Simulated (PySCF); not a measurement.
C2H7N.

```xyz
10

C      0.0201    -0.2223     1.2121
N     -0.1470     0.5620     0.0000
C      0.0201    -0.2223    -1.2121
H      0.9791    -0.7642     1.2649
H     -0.7797    -0.9642     1.2771
H     -0.0569     0.4263     2.0857
H      0.5033     1.3376     0.0000
H      0.9791    -0.7642    -1.2649
H     -0.0569     0.4263    -2.0857
H     -0.7797    -0.9642    -1.2771
```
Charge 0, spin multiplicity 1.

Geometry optimised at B3LYP-D3(BJ)/def2-TZVP.

These are PBE/pcSseg-1 (PySCF) values and carry that method's errors. Non-relativistic, no solvent.

### Question
Give the absolute GIAO shielding of each atom: isotropic value and principal components (ppm). (Estimate from the structure and the level; the computed values follow.)

### Answer

```
atom  σ(iso)    σ11    σ22    σ33  span
----  ------  -----  -----  -----  ----
C1     139.5  110.2  126.8  181.6  71.4
N2     226.9  191.4  214.1  275.3  83.9
C3     139.5  110.2  126.8  181.6  71.4
H4      29.2   25.2   27.3   35.0   9.8
H5      29.2   25.5   27.4   34.8   9.3
H6      28.7   24.8   26.6   34.7   9.8
H7      32.0   22.7   32.0   41.4  18.7
H8      29.2   25.2   27.3   35.0   9.8
H9      28.7   24.8   26.6   34.7   9.8
H10     29.2   25.5   27.4   34.8   9.3
```
